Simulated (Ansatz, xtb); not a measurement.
Isomers of C3H2ClN2− in order of energy

4 gas-phase structures of C3H2ClN2−, from a drawn sample of its isomers (lower ones may exist). Each was relaxed with GFN2-xTB:

A. `Clc1cnc[n-]1`, a singlet
B. `Clc1cn[n-]c1`, a singlet
C. `Clc1ncc[n-]1`, a singlet
D. `Clc1cc[n-]n1`, a singlet

Problem. Make a reasoned guess at their ranking by r2SCAN-D4/def2-SVPD single-point energy.

Solution. Calculated order at r2SCAN-D4/def2-SVPD: C (0.0), A (0.3), D (17.5), B (19.9) kcal/mol. Less than 1 kcal/mol parts C and A, so the order within that pair means little.

Energies above the lowest of each column, in kcal/mol; the last columns are at B3LYP/def2-SVPD geometries (a dash: not run or not comparable):

```json
{"structure": "C", "GFN2-xTB": "0.0", "HF/STO-3G": "0.7", "r2SCAN-D4/def2-SVPD": "0.0", "B3LYP/def2-SVPD": "0.0", "CCSD(T)/def2-SVPD + ΔMP2/def2-TZVPPD": "0.0"}
{"structure": "A", "GFN2-xTB": "0.9", "HF/STO-3G": "0.0", "r2SCAN-D4/def2-SVPD": "0.3", "B3LYP/def2-SVPD": "0.6", "CCSD(T)/def2-SVPD + ΔMP2/def2-TZVPPD": "0.4"}
{"structure": "D", "GFN2-xTB": "17.0", "HF/STO-3G": "11.0", "r2SCAN-D4/def2-SVPD": "17.5", "B3LYP/def2-SVPD": "18.2", "CCSD(T)/def2-SVPD + ΔMP2/def2-TZVPPD": "16.5"}
{"structure": "B", "GFN2-xTB": "17.8", "HF/STO-3G": "11.6", "r2SCAN-D4/def2-SVPD": "19.9", "B3LYP/def2-SVPD": "20.5", "CCSD(T)/def2-SVPD + ΔMP2/def2-TZVPPD": "–"}
```

CCSD(T)/def2-SVPD + ΔMP2/def2-TZVPPD has A and C within 1 kcal/mol of each other at the bottom, and every level picks one of them. Frequencies (GFN2-xTB) were run for A, C, D alone. ΔMP2 is the change of the MP2 energy from the smaller to the larger basis.

Over these structures GFN2-xTB departs from r2SCAN-D4/def2-SVPD by 0.8 kcal/mol on average once a common shift is removed. A GFN2-xTB relaxation took about 0.046 s and the r2SCAN-D4/def2-SVPD energy about 1.7 s on a shared host (Ansatz 0.2.0, xtb 6.7.1).
